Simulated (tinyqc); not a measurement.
Inside a calculation. Method: LCCD on RHF in the sto-3g basis, for H2O, spin multiplicity 1. One step of it, computed by the program tinyqc.

Problem. Iteration 1: building the Fock matrix. J_ij = sum D_kl (ij|kl), K_ij = sum D_kl (ik|jl); F = H + J - 0.5 K; E = tr D H + tr D J / 2 - 0.25 tr D K + E_nn.

D at the start:
```
            1O 1s      1O 2s    1O 2px     1O 2py     1O 2pz      2H 1s      3H 1s
1O 1s    2.065808  -0.272553  0.000000  -0.005447   0.089493  -0.133504  -0.141163
1O 2s   -0.272553   1.237118  0.000000   0.021298  -0.328400   0.354879   0.371846
1O 2px   0.000000   0.000000  2.000000   0.000000   0.000000   0.000000   0.000000
1O 2py  -0.005447   0.021298  0.000000   1.445346   0.006945   0.350363  -0.347214
1O 2pz   0.089493  -0.328400  0.000000   0.006945   1.880366   0.105416   0.110181
2H 1s   -0.133504   0.354879  0.000000   0.350363   0.105416   0.206997   0.047413
3H 1s   -0.141163   0.371846  0.000000  -0.347214   0.110181   0.047413   0.225246
```

core Hamiltonian H = T + V (hartree):
```
             1O 1s      1O 2s     1O 2px     1O 2py     1O 2pz      2H 1s      3H 1s
1O 1s   -32.599014  -7.583950   0.000000   0.000617  -0.013102  -1.264568  -1.364382
1O 2s    -7.583950  -9.221506   0.000000   0.006659  -0.159337  -2.944990  -3.111491
1O 2px    0.000000   0.000000  -7.364273   0.000000   0.000000   0.000000   0.000000
1O 2py    0.000617   0.006659   0.000000  -7.500345   0.003123  -1.818984   1.900138
1O 2pz   -0.013102  -0.159337   0.000000   0.003123  -7.418258  -1.185635  -1.237487
2H 1s    -1.264568  -2.944990   0.000000  -1.818984  -1.185635  -4.550654  -0.973472
3H 1s    -1.364382  -3.111491   0.000000   1.900138  -1.237487  -0.973472  -4.653386
```

Two-electron integrals (ij|kl) in chemists' order, unique and non-zero (hartree):
```
(11|11) 4.785065    (21|11) 0.741380    (21|21) 0.136873    (22|11) 1.118947
(22|21) 0.256633    (22|22) 0.817206    (31|31) 0.024477    (32|31) 0.037809
(32|32) 0.180518    (33|11) 1.115814    (33|21) 0.256684    (33|22) 0.817023
(33|33) 0.880159    (41|41) 0.024477    (42|41) 0.037809    (42|42) 0.180518
(43|43) 0.047444    (44|11) 1.115814    (44|21) 0.256684    (44|22) 0.817023
(44|33) 0.785270    (44|44) 0.880159    (51|51) 0.024477    (52|51) 0.037809
(52|52) 0.180518    (53|53) 0.047444    (54|54) 0.047444    (55|11) 1.115814
(55|21) 0.256684    (55|22) 0.817023    (55|33) 0.785270    (55|44) 0.785270
(55|55) 0.880159    (61|11) 0.124143    (61|21) 0.022740    (61|22) 0.042411
(61|33) 0.042328    (61|41) 0.000885    (61|42) 0.001664    (61|44) 0.042511
(61|51) 0.000557    (61|52) 0.001048    (61|54) 0.000115    (61|55) 0.042401
(61|61) 0.003827    (62|11) 0.317912    (62|21) 0.073898    (62|22) 0.262470
(62|33) 0.257887    (62|41) 0.004703    (62|42) 0.036721    (62|44) 0.267546
(62|51) 0.002962    (62|52) 0.023129    (62|54) 0.006084    (62|55) 0.261719
(62|61) 0.012534    (62|62) 0.106510    (63|31) 0.007537    (63|32) 0.044582
(63|43) 0.007524    (63|53) 0.004739    (63|63) 0.014766    (64|11) 0.199452
(64|21) 0.046941    (64|22) 0.177995    (64|33) 0.170017    (64|41) 0.010144
(64|42) 0.068011    (64|44) 0.191282    (64|51) 0.001642    (64|52) 0.014757
(64|54) 0.008655    (64|55) 0.172483    (64|61) 0.008295    (64|62) 0.087769
(64|64) 0.086255    (65|11) 0.125629    (65|21) 0.029567    (65|22) 0.112114
(65|33) 0.107089    (65|41) 0.001642    (65|42) 0.014757    (65|44) 0.111004
(65|51) 0.008571    (65|52) 0.053877    (65|54) 0.009991    (65|55) 0.118121
(65|61) 0.005225    (65|62) 0.055283    (65|64) 0.045029    (65|65) 0.043128
(66|11) 0.473831    (66|21) 0.111918    (66|22) 0.457229    (66|33) 0.439164
(66|41) 0.008810    (66|42) 0.096154    (66|44) 0.477554    (66|51) 0.005549
(66|52) 0.060564    (66|54) 0.024180    (66|55) 0.454395    (66|61) 0.019126
(66|62) 0.239053    (66|64) 0.224787    (66|65) 0.141586    (66|66) 0.774606
(71|11) 0.134050    (71|21) 0.024550    (71|22) 0.045768    (71|33) 0.045679
(71|41) -0.000958   (71|42) -0.001798   (71|44) 0.045875    (71|51) 0.000603
(71|52) 0.001133    (71|54) -0.000124   (71|55) 0.045757    (71|61) 0.004058
(71|62) 0.013037    (71|64) 0.007930    (71|65) 0.005441    (71|66) 0.019689
(71|71) 0.004460    (72|11) 0.336758    (72|21) 0.078251    (72|22) 0.277168
(72|33) 0.272374    (72|41) -0.004980   (72|42) -0.038559   (72|44) 0.282479
(72|51) 0.003137    (72|52) 0.024288    (72|54) -0.006365   (72|55) 0.276383
(72|61) 0.012793    (72|62) 0.087444    (72|64) 0.050389    (72|65) 0.043919
(72|66) 0.156251    (72|71) 0.014322    (72|72) 0.117862    (73|31) 0.008057
(73|32) 0.047379    (73|43) -0.007943   (73|53) 0.005003    (73|63) 0.011671
(73|73) 0.016509    (74|11) -0.209047   (74|21) -0.049190   (74|22) -0.186017
(74|33) -0.177639   (74|41) 0.010793    (74|42) 0.071783    (74|44) -0.199995
(74|51) -0.001723   (74|52) -0.015372   (74|54) 0.009078    (74|55) -0.180206
(74|61) -0.007694   (74|62) -0.049643   (74|64) -0.017519   (74|65) -0.024451
(74|66) -0.080981   (74|71) -0.009388   (74|72) -0.096100   (74|74) 0.093955
(75|11) 0.131674    (75|21) 0.030983    (75|22) 0.117168    (75|33) 0.111891
(75|41) -0.001723   (75|42) -0.015372   (75|44) 0.115966    (75|51) 0.009143
(75|52) 0.057061    (75|54) -0.010510   (75|55) 0.123514    (75|61) 0.005287
(75|62) 0.043598    (75|64) 0.024613    (75|65) 0.033236    (75|66) 0.084678
(75|71) 0.005913    (75|72) 0.060531    (75|74) -0.048782   (75|75) 0.047235
(76|11) 0.097377    (76|21) 0.022816    (76|22) 0.087197    (76|33) 0.085364
(76|41) 0.000013    (76|42) 0.000163    (76|44) 0.087405    (76|51) 0.001468
(76|52) 0.013386    (76|54) 0.000038    (76|55) 0.088727    (76|61) 0.003817
(76|62) 0.034160    (76|64) 0.024611    (76|65) 0.019942    (76|66) 0.077963
(76|71) 0.004118    (76|72) 0.035732    (76|74) -0.025304   (76|75) 0.020677
(76|76) 0.013408    (77|11) 0.486607    (77|21) 0.114903    (77|22) 0.467672
(77|33) 0.449000    (77|41) -0.009205   (77|42) -0.099157   (77|44) 0.488685
(77|51) 0.005798    (77|52) 0.062457    (77|54) -0.024997   (77|55) 0.464745
(77|61) 0.018729    (77|62) 0.151179    (77|64) 0.079423    (77|65) 0.082625
(77|66) 0.288697    (77|71) 0.021201    (77|72) 0.253966    (77|74) -0.236309
(77|75) 0.148846    (77|76) 0.077963    (77|77) 0.774606
```

nuclear repulsion = 8.16065645 hartree

Give: Coulomb J; exchange K; Fock matrix F; total energy of this density.

Solution.

Coulomb J (hartree):
```
          1O 1s    1O 2s  1O 2px   1O 2py   1O 2pz   2H 1s    3H 1s
1O 1s   17.7701   3.3704  0.0000   0.0003  -0.0076  0.5600   0.6045
1O 2s    3.3704   8.4136  0.0000  -0.0002  -0.0051  2.6603   2.8114
1O 2px   0.0000   0.0000  8.3991   0.0000   0.0000  0.0000   0.0000
1O 2py   0.0003  -0.0002  0.0000   8.4099  -0.0008  1.7906  -1.8733
1O 2pz  -0.0076  -0.0051  0.0000  -0.0008   8.4088  1.1295   1.1815
2H 1s    0.5600   2.6603  0.0000   1.7906   1.1295  4.6422   0.8792
3H 1s    0.6045   2.8114  0.0000  -1.8733   1.1815  0.8792   4.7517
```

exchange K (hartree):
```
          1O 1s    1O 2s  1O 2px   1O 2py   1O 2pz   2H 1s    3H 1s
1O 1s    9.7477   1.7115  0.0000  -0.0004   0.0082  0.2921   0.3150
1O 2s    1.7115   2.5854  0.0000   0.0040  -0.0957  0.9669   1.0171
1O 2px   0.0000   0.0000  2.2547   0.0000   0.0000  0.0000   0.0000
1O 2py  -0.0004   0.0040  0.0000   2.1195  -0.0001  0.6185  -0.6395
1O 2pz   0.0082  -0.0957  0.0000  -0.0001   2.2367  0.3558   0.3715
2H 1s    0.2921   0.9669  0.0000   0.6185   0.3558  0.8713   0.3049
3H 1s    0.3150   1.0171  0.0000  -0.6395   0.3715  0.3049   0.9368
```

Fock matrix F (hartree):
```
           1O 1s    1O 2s   1O 2px   1O 2py   1O 2pz    2H 1s    3H 1s
1O 1s   -19.7028  -5.0693   0.0000   0.0012  -0.0248  -0.8506  -0.9174
1O 2s    -5.0693  -2.1006   0.0000   0.0045  -0.1166  -0.7681  -0.8087
1O 2px    0.0000   0.0000  -0.0926   0.0000   0.0000   0.0000   0.0000
1O 2py    0.0012   0.0045   0.0000  -0.1502   0.0023  -0.3377   0.3466
1O 2pz   -0.0248  -0.1166   0.0000   0.0023  -0.1278  -0.2341  -0.2417
2H 1s    -0.8506  -0.7681   0.0000  -0.3377  -0.2341  -0.3441  -0.2468
3H 1s    -0.9174  -0.8087   0.0000   0.3466  -0.2417  -0.2468  -0.3701
```

total energy of this density = -74.559128 hartree
